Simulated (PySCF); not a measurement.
## Name the molecule from its bond curve

A diatomic of charge +1 contains Al. Its quartet curve at PBE0 in a triple-zeta basis (no relativity, PySCF), in eV from the separated fragments:

R (Å), E (eV) and a bar:
```
    1.772     -0.089 ##############################
    1.855     -0.277 ###########
    1.937     -0.365 ###
    1.999     -0.390 
    2.061     -0.394 
    2.123     -0.385 #
    2.205     -0.363 ###
    2.308     -0.329 ######
    2.432     -0.289 ##########
    2.597     -0.243 ###############
```

The fit gives ωe = 336 cm⁻¹ and the rotational constant Bₑ = 0.4375 cm⁻¹.

**Question.** Which atom is the partner?

**Answer.** The minimum lies at 2.044 Å, so the reduced mass is 16.8576 u Å² cm⁻¹/(Bₑ·Re²) = 9.223 u. With Al at 26.98 u the partner weighs about 14.0 u: N. The molecule is AlN⁺.

The state is the lowest determinant that a PBE0 search found; another state may lie lower at other levels.
